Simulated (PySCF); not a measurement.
TDDFT excited states: AlFH2

AlH2F.
Geometry (PBE0-D3(BJ)/def2-SVP, Å), atoms numbered from 1 in this order:
```xyz
4
AlFH2 angstrom
Al     0.0310    0.0513   -0.0018
H      1.6061   -0.0665    0.0169
H     -0.8068    1.3903   -0.0194
F     -0.8303   -1.3752    0.0042
```

Level of theory: PySCF 2.14.0, density-fitted response routines, TDDFT CAM-B3LYP/def2-SVPD, vertical, gas phase, core orbitals frozen in the response.

**Question.** What does the calculation give for the low-lying excited states?

**Answer.** 

| state | E (eV) | E (kJ/mol) | λ (nm) | f | symmetry | main configurations (H = HOMO, L = LUMO) |
| --- | --- | --- | --- | --- | --- | --- |
| S1 | 5.88 | 567 | 210.9 | 0.0000 | – | H→L (100%) |
| S2 | 7.65 | 738 | 162.0 | 0.0010 | – | H→L+1 (62%), H→L+2 (28%), H→L+3 (8%) |
| S3 | 8.33 | 804 | 148.8 | 0.157 | B1 or B2 | H-1→L (97%) |
| S4 | 8.60 | 830 | 144.1 | 0.197 | B1 or B2 | H→L+2 (70%), H→L+1 (21%) |
| S5 | 8.86 | 855 | 139.9 | 0.0000 | – | H-3→L (97%) |
| S6 | 8.93 | 862 | 138.8 | 0.400 | B1 or B2 | H→L+3 (82%), H→L+1 (15%) |
| S7 | 9.22 | 890 | 134.5 | 0.0000 | – | H-2→L (90%) |
| S8 | 9.92 | 957 | 125.0 | 0.073 | B1 or B2 | H→L+4 (80%), H-2→L+1 (15%) |
| S9 | 9.97 | 962 | 124.4 | 0.207 | A1 | H-1→L+1 (66%), H-1→L+2 (18%) |
| S10 | 10.16 | 981 | 122.0 | 0.046 | B1 or B2 | H-3→L+1 (78%), H-3→L+2 (16%) |
| S11 | 10.18 | 982 | 121.8 | 0.120 | B1 or B2 | H-2→L+1 (57%), H→L+4 (16%), H-4→L (12%) |
| S12 | 10.46 | 1009 | 118.6 | 0.492 | A1 | H→L+5 (85%) |
| S13 | 10.62 | 1024 | 116.8 | 0.0000 | – | H→L+6 (99%) |
| S14 | 10.74 | 1036 | 115.5 | 0.064 | A1 | H-1→L+3 (68%), H-1→L+2 (22%) |
| S15 | 10.85 | 1047 | 114.3 | 0.344 | B1 or B2 | H-4→L (83%), H-2→L+1 (8%) |

Triplets, Tamm–Dancoff:

```
state  E (eV)  λ (nm)  main configurations (H = HOMO, L = LUMO)
   T1    5.36   231.4                                 H→L (98%)
   T2    6.81   182.0     H→L+1 (51%), H→L+2 (23%), H→L+3 (19%)
   T3    7.18   172.8                               H-1→L (91%)
   T4    7.37   168.1      H→L+3 (72%), H→L+1 (12%), H→L+2 (9%)
```

The lowest singlet lies at 5.88 eV (211 nm, ultraviolet) and is dark (f under 0.0005); its leading configuration is HOMO→LUMO (100%). The most intense listed level is S12 at 10.46 eV (119 nm, f = 0.492), 4.58 eV above S1. Löwdin shares by element: HOMO hydrogen 55%, aluminium 37%, fluorine 7%; LUMO aluminium 66%, hydrogen 23%, fluorine 11%. The listed states span 4.97 eV, and the widest gap between neighbours is 1.77 eV (S1 to S2). Weighted by f, the mean energy of these states is 9.82 eV. The oscillator strengths of these states sum to 2.100; summed over the whole spectrum of an exact calculation they would give the number of electrons, 24 (Thomas–Reiche–Kuhn). No computed singlet lies in the visible range (380 to 750 nm); the lowest, at 211 nm, stands 2.62 eV above its violet end (3.26 eV). Symmetry labels in C2v follow from the direction of the transition dipole and are given only for states with f of 0.002 or more; B1 and B2 swap with the choice of axes. Only the lowest 15 singlets were computed, as vertical energies without vibronic structure.
